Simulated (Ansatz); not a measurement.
# C3H3: the cost of one run

The runs use Ansatz 0.2.0; UKS CAM-B3LYP-D4/def2-SVPD.

## 1. The starting structure

SMILES `C1=CC=1`, 5 atoms, charge 0, spin multiplicity 1.

Atoms are counted from 1 here; the program's logs count them from 0.

Bond lengths: C1–C2 1.430 Å, C1–C3 1.430 Å, C2–C3 1.338 Å, C2–H4 1.097 Å, C3–H5 1.097 Å. Angles: C2–C1–C3 55.8°, C1–C2–C3 62.1°, C1–C2–H4 147.6°, C3–C2–H4 150.3°, C1–C3–C2 62.1°, C1–C3–H5 147.6°, C2–C3–H5 150.3°.

Coordinates:

```mol
C3H2
  3D, bonds by distance, orders not assigned

  5  5  0  0  0  0  0  0  0  0999 V2000
   -0.4048   -0.0754    1.1574 C   0  0
   -0.3695   -0.5218   -0.2006 C   0  0
    0.3927    0.5261    0.1343 C   0  0
   -0.7328   -1.2344   -0.9514 H   0  0
    1.1145    1.3055   -0.1397 H   0  0
  1  2  8  0
  1  3  8  0
  2  3  8  0
  2  4  8  0
  3  5  8  0
M  END
```

This geometry comes from a loose relaxation at PBE in a small basis, which is not shown.

## 4. Setting up the map

The probe is moved over a plane parallel to the molecule's main plane, 1.70 Å above it (x and y are the axes of that plane, centred on the molecule).

The axes are (1) x of the probe's H atom: 19 values from −2.97 Å; (2) y of the probe's H atom: 19 values from −2.97 Å.

Nothing else is relaxed (molecule and probe rigid). Energies count from molecule and probe far apart, each relaxed in its own basis (no counterpoise correction). Points are written as (first, second).

The probe H moves over a plane: parallel to the molecule's main plane, 1.70 Å above it. The molecule is turned into the frame of its main axes, as the inputs below show.

(The set-up runs are not shown.)

## 5. The run at (1.98 Å, 0.66 Å)

Input file input.yaml:

```yaml
crystal:
  periodic: [false, false, false]
  atoms:
    - { symbol: C, position_ang: [0.83023, 0.0, 0.0] }
    - { symbol: C, position_ang: [-0.415115, -0.662449, 0.0] }
    - { symbol: C, position_ang: [-0.415115, 0.662449, 0.0] }
    - { symbol: H, position_ang: [-0.952216, -1.607898, -1.0e-06] }
    - { symbol: H, position_ang: [-0.952216, 1.607898, -1.0e-06] }
    - { symbol: H, position_ang: [1.98, 0.66, 1.7] }
magnetization:
  spin_polarized: true
  initial_magnetization: 1
basis:
  gaussian: { orbitals: def2-SVPD }
hamiltonian:
  xc: { name: CAM-B3LYP }
  dispersion: d4
output:
  forces: true
```

Run with:

```sh
ansatz run input.yaml --threads 1 --pin off --max-ram 2560MiB --backend cpu --events-out ev --progress --plain --runs-dir out
```

Q: Estimate wall time and peak memory on 1 thread of Arm Neoverse N1, shared host.

About 5.7 s, with a peak of 0.16 GiB.
